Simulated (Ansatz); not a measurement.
**Si2H5O (SMILES [SiH2]O[SiH3]): UHF/6-311+G(d,p)**

Aim: the vertical electron affinity of Si2H5O at UHF/6-311+G**, from 2 runs. 

The results are computed with Ansatz 0.2.0.

25 further runs of the same task are left out: 25 set aside as unsound or not needed. Runs told in other sessions of the task aren't counted.

## (1) Starting point

The species is Si2H5O (8 atoms), meant as a doublet with charge 0. As SMILES, `[SiH2]O[SiH3]`. The coordinates come from a PBE0-D4/def2-TZVP relaxation. This is one conformer, not always the lowest.

Bond lengths: Si1–O2 1.637 Å, O2–Si3 1.638 Å, Si1–H4 1.490 Å, Si1–H5 1.494 Å, Si3–H6 1.482 Å, Si3–H7 1.485 Å, Si3–H8 1.486 Å. Angles: Si1–O2–Si3 146.3°, O2–Si1–H4 107.9°, O2–Si1–H5 109.9°, O2–Si3–H6 108.1°, O2–Si3–H7 109.9°, O2–Si3–H8 110.1°, H4–Si1–H5 110.4°, H6–Si3–H7 109.7°, H6–Si3–H8 109.8°, H7–Si3–H8 109.2°.

## (2) The energy at UHF/6-311+G(d,p)

Contents of molecule.yaml:

```yaml
crystal:
  periodic: [false, false, false]
  atoms:
    - {symbol: Si, position_ang: [-1.281200, 0.933000, -0.865900]}
    - {symbol: O, position_ang: [-0.352300, -0.279200, -0.276900]}
    - {symbol: Si, position_ang: [0.765000, -0.723000, 0.835900]}
    - {symbol: H, position_ang: [-1.902800, 0.458100, -2.133600]}
    - {symbol: H, position_ang: [-0.440600, 2.142000, -1.118700]}
    - {symbol: H, position_ang: [1.291900, -2.054600, 0.453100]}
    - {symbol: H, position_ang: [0.138100, -0.799300, 2.180400]}
    - {symbol: H, position_ang: [1.874100, 0.266000, 0.869800]}
basis:
  gaussian:
    orbitals: 6-311+G_st__st_-spherical.json
magnetization:
  spin_polarized: true
  initial_magnetization: 1
hamiltonian:
  xc: hf
accuracy: high
output:
  orbitals: {seedname: orbitals}
```

The basis set 6-311+G** is read from a file made from the Basis Set Exchange's data (not shown).

On the command line:

```console
$ ansatz run molecule.yaml --threads 1 --pin off --max-ram 2610MiB --events-out events.jsonl --progress --plain --runs-dir runs
```

Standard output:

```text
Warning: RAYON_NUM_THREADS=1 ignored (pool sized by the plan → 1); use --threads N
Functional definition: HF
  name "HF"
  exchange = exact_x
  correlation = 0
2081 factors; integrals over basis functions are off by at most 4.2e-9 eV
mean field evaluation 1: about -17839.4436 eV, gradient 2.7e1 eV
mean field evaluation 2: about -17839.4498 eV, gradient 2.7e1 eV
mean field evaluation 4: about -17842.7041 eV, gradient 2.6e0 eV
mean field evaluation 8: about -17842.7795 eV, gradient 1.4e-3 eV
mean field -17842.77951881 eV, -655.7100530460 hartree, gradient 1.8e-8 eV, S^2 0.752929; 0 other end points of the search recorded, 0 dependent functions left out
reference -17842.77951881 eV, -655.7100530460 hartree; 21, 20 occupied and 91, 92 virtual orbitals, 2081 factors
Total energy: -17842.77951881 eV, -655.7100530460 hartree
```

It took 5.1 s on 1 thread of Arm Neoverse V2, shared host; peak memory 0.38 GiB.

## (3) The singlet anion, same level

Contents of molecule.yaml:

```yaml
crystal:
  periodic: [false, false, false]
  atoms:
    - symbol: Si
      position_ang: [-1.281200, 0.933000, -0.865900]
    - symbol: O
      position_ang: [-0.352300, -0.279200, -0.276900]
    - symbol: Si
      position_ang: [0.765000, -0.723000, 0.835900]
    - symbol: H
      position_ang: [-1.902800, 0.458100, -2.133600]
    - symbol: H
      position_ang: [-0.440600, 2.142000, -1.118700]
    - symbol: H
      position_ang: [1.291900, -2.054600, 0.453100]
    - symbol: H
      position_ang: [0.138100, -0.799300, 2.180400]
    - symbol: H
      position_ang: [1.874100, 0.266000, 0.869800]
basis:
  gaussian: {orbitals: 6-311+G_st__st_-spherical.json}
output: {orbitals: {seedname: orbitals}}
hamiltonian: {xc: hf}
accuracy: high
total_charge: -1
```

The basis set 6-311+G** is read from a file made from the Basis Set Exchange's data (not shown).

On the command line:

```console
$ ansatz run molecule.yaml --threads 1 --pin off --max-ram 2610MiB --events-out events.jsonl --progress --plain --runs-dir runs
```

Standard output:

```text
Warning: RAYON_NUM_THREADS=1 ignored (pool sized by the plan → 1); use --threads N
Functional definition: HF
  name "HF"
  exchange = exact_x
  correlation = 0
2082 factors; integrals over basis functions are off by at most 4.2e-9 eV
mean field evaluation 1: about -17840.5376 eV, gradient 2.0e1 eV
mean field evaluation 2: about -17840.6278 eV, gradient 2.0e1 eV
mean field evaluation 4: about -17842.3040 eV, gradient 3.5e0 eV
mean field evaluation 8: about -17842.3410 eV, gradient 2.5e-1 eV
mean field evaluation 16: about -17842.3425 eV, gradient 2.2e-8 eV
mean field -17842.34249011 eV, -655.6939925375 hartree, gradient 2.5e-8 eV, S^2 0.000000; 0 other end points of the search recorded, 0 dependent functions left out
reference -17842.34249011 eV, -655.6939925375 hartree; 21, 21 occupied and 91, 91 virtual orbitals, 2082 factors
Total energy: -17842.34249011 eV, -655.6939925375 hartree
```

Wall time 3.9 s (1 thread of Arm Neoverse V2, shared host); peak memory 0.3 GiB.

## (4) Summary of results

Level: UHF/6-311+G**.

```
                                                            quantity          value
                                        doublet Si2H5O: total energy  -655.71005 Eh
                  doublet Si2H5O: HOMO energy (highest over α and β)       -8.98 eV
                   doublet Si2H5O: LUMO energy (lowest over α and β)        0.94 eV
                                                doublet Si2H5O: ⟨S²⟩          0.753
                                         singlet anion: total energy  -655.69399 Eh
                                          singlet anion: HOMO energy       -0.64 eV
                                          singlet anion: LUMO energy        4.10 eV
singlet anion: HOMO–LUMO gap (to an unbound level, set by the basis)        4.74 eV
                   vertical electron affinity (to the singlet anion)      -0.437 eV
```

What this shows: The anion lies 0.44 eV (10.1 kcal/mol) above the neutral: the electron isn't bound at this level, and such a value depends on the basis. Hartree–Fock misses the correlation that binds many anions.
